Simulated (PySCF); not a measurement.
Compound: acetyl cation, C2H3O (charge +1).
Geometry (PBE0-D3(BJ)/def2-SVP, Å), atoms numbered from 1 in this order:
```xyz
6
C2H3O angstrom
C     -0.4726   -0.0159   -0.0304
C      0.9469   -0.0139    0.0044
O      2.0621   -0.0123    0.0308
H     -0.8035   -0.7888   -0.7497
H     -0.8475   -0.2465    0.9847
H     -0.8162    0.9854   -0.3522
```

Computed, not measured: core-valence-separated Tamm–Dancoff BHandHLYP/aug-pcX-1 (pcseg-1 on H) in PySCF, non-relativistic, gas phase, PBE0-D3(BJ)/def2-SVP geometry. BHandHLYP without relativity tends to put these K edges a few eV too low, so spacings mean more than positions.

Q: Give energies, oscillator strengths and core holes at the C K edge.

A: 
```json
{"E (eV)": "284.97", "f": "0.0016", "core hole on": "C1", "main final orbital": "LUMO/LUMO+1 (2 roots, f summed)", "polarisation": "–"}
{"E (eV)": "285.11", "f": "0.1779", "core hole on": "C2", "main final orbital": "LUMO/LUMO+1 (2 roots, f summed)", "polarisation": "across the triple bond"}
{"E (eV)": "287.34", "f": "0.0352", "core hole on": "C1", "main final orbital": "LUMO+2 (64 %)", "polarisation": "–"}
{"E (eV)": "288.44", "f": "0.0355", "core hole on": "C1", "main final orbital": "LUMO+6 (35 %)", "polarisation": "–"}
{"E (eV)": "289.06", "f": "0.1045", "core hole on": "C1", "main final orbital": "LUMO+4/LUMO+5 (2 roots, f summed)", "polarisation": "–"}
{"E (eV)": "290.61", "f": "0.0027", "core hole on": "C1", "main final orbital": "LUMO+3 (75 %)", "polarisation": "–"}
{"E (eV)": "291.19", "f": "0.0000", "core hole on": "C1", "main final orbital": "LUMO+9/LUMO+10 (2 roots, f summed)", "polarisation": "–"}
```

The first line with a tenth or more of the strongest one's intensity is at 285.11 eV (f = 0.178, sum of 2), with the hole on C2 (triply bonded carbon), polarised across the triple bond: a 1s→π* resonance. It is also the strongest listed.

Q: What does the O 1s absorption edge look like?

A: 
```
E (eV)       f  core hole on                        main final orbital            polarisation
531.73  0.0997            O3           LUMO/LUMO+1 (2 roots, f summed)  across the triple bond
537.81  0.0089            O3                             LUMO+2 (80 %)   along the triple bond
541.08  0.0117            O3  LUMO+3/LUMO+4/LUMO+5 (3 roots, f summed)                   mixed
541.22  0.0101            O3                             LUMO+6 (51 %)   along the triple bond
```

The first line with a tenth or more of the strongest one's intensity is at 531.73 eV (f = 0.100, sum of 2), with the hole on O3 (oxygen bonded to C), polarised across the triple bond: a 1s→π* resonance. It is also the strongest listed.

Roots within 0.03 eV whose holes lie on the same, on equivalent or on shared atoms are summed into one line, and the highest roots are left out, as the search may have cut off their partners. Final orbitals are the ground state's empty Kohn–Sham orbitals. A dash: too weak, shared between unlike atoms, or no plane or axis to refer to.

Q: What are the wavelength and the wavenumber of the 287.34 eV line?

A: λ = 12398.42 eV Å/287.34 eV = 43.149 Å; 2.3176 × 10⁶ cm⁻¹.

Only the lowest roots of each edge were sought.

Rough CPU time on one thread of a shared machine: about 7 s.
